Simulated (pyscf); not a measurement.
H₃C–Si(CH₃)(OH)–OH (SMILES C[Si](C)(O)O) + H• (SMILES [H]) -> CH₄ (SMILES C) + H₃C–Si•(OH)–OH (SMILES C[Si](O)O), a substitution at C (doublet surface; C–Si broken, C–H formed). PySCF, gas phase, ωB97X-D3(BJ)/def2-SVP geometries. Energies in kcal/mol from the separated reactants.

Small-basis levels: PySCF, no dispersion term, spherical d functions. AM1 to PM7: differences of heats of formation from MOPAC, which are fitted to 298 K values and so differ in kind from electronic energies by zero-point and thermal terms. GFN2-xTB: tblite. Open shells are spin-unrestricted. 

| level | barrier | reaction energy |
|---|---|---|
| HF/3-21G | 49.3 | -5.1 |
| SVWN5/6-31G* | 17.4 | -15.4 |
| B3LYP/LANL2DZ | 27.1 | -24.0 |
| B3LYP/6-31G* | 28.0 | -20.2 |
| B3LYP/def2-SVP | 27.8 | -18.7 |
| GFN2-xTB | 38.5 | -11.5 |
| PM6 | 23.5 | -8.8 |
| ωB97M-D3(BJ)/def2-TZVP | 33.3 | -12.7 |

Against the last row the barrier runs from -15.9 (SVWN5/6-31G*) to +16.0 kcal/mol (HF/3-21G). ωB97M-D3(BJ)/def2-TZVP has limits of its own. Abstraction by the radical was not located in this set and often lies lower. This is the saddle that the search found; another between the same sides may lie lower. The angle at the attacked C is 175°.
